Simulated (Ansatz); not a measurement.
Stepwise reaction of `ClBCl` with water, as a gas-phase model of exchange steps in deposition or etching. ΔE in kJ/mol.

Calculated with Ansatz (gas phase, PBE0-D4/def2-TZVP geometries, no zero-point term in ΔE). CCSD(T)/CBS is the MP2 limit (def2-TZVPP, def2-QZVPP) plus CCSD(T) − MP2 in def2-TZVPP, frozen cores. This one scheme is used for every species. Functionals use def2-TZVPP. B3LYP here is the variant with VWN-RPA as its local correlation; programs differ in this. Each species was taken in one conformer, which may not be the lowest.

```json
{"step": "1", "reaction": "`ClBCl` + H₂O → `OBCl` + HCl", "PBE-D4": "-52.3", "B3LYP-D4": "-58.5", "ωB97M-V": "-58.0", "CCSD(T)/CBS": "-53.0"}
{"step": "2", "reaction": "`OBCl` + H₂O → `OBO` + HCl", "PBE-D4": "-36.3", "B3LYP-D4": "-42.7", "ωB97M-V": "-41.6", "CCSD(T)/CBS": "-37.8"}
```

Question: By hand: ΔE of the 2 steps together at CCSD(T)/CBS.

Answer: (-53.0) + (-37.8) = -90.8 kJ/mol, or -45.4 kJ/mol a step.

In ΔE each step is higher than the one before. All are downhill at CCSD(T)/CBS. PBE-D4 differs from CCSD(T)/CBS by 0.7 to 1.5 kJ/mol a step. Isolated molecules leave out the surface, adducts and barriers. Largest T1 diagnostic: 0.013.
